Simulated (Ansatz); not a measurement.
`C12C3C4C1C1C2C3C41`. The species carries charge 0 and has multiplicity 1.

Cartesian coordinates in Å:
```
C 0.6008 1.2075 0.0500
C -0.5023 0.7929 -0.9698
C 0.2253 -0.5650 -1.2048
C 1.3284 -0.1504 -0.1850
C 0.5023 -0.7929 0.9698
C -0.2253 0.5650 1.2048
C -1.3284 0.1504 0.1850
C -0.6008 -1.2075 -0.0500
H 1.0853 2.1814 0.0904
H -0.9075 1.4324 -1.7519
H 0.4070 -1.0207 -2.1764
H 2.3998 -0.2717 -0.3342
H 0.9075 -1.4324 1.7519
H -0.4070 1.0207 2.1764
H -2.3998 0.2717 0.3342
H -1.0853 -2.1814 -0.0904
```

**Question.** Give the diagnostics of a CCSD(T)/def2-TZVPP run (frozen core, Ansatz). (An estimate is asked.)

**Answer.** Computed: T1 = 0.0088, largest single amplitude 0.014, largest double 0.017, (T) share of the correlation energy 4.8 %, 8 CCSD cycles. The RHF solution is stable towards an unrestricted one. T1 lies under the customary mark of 0.02 for closed shells.
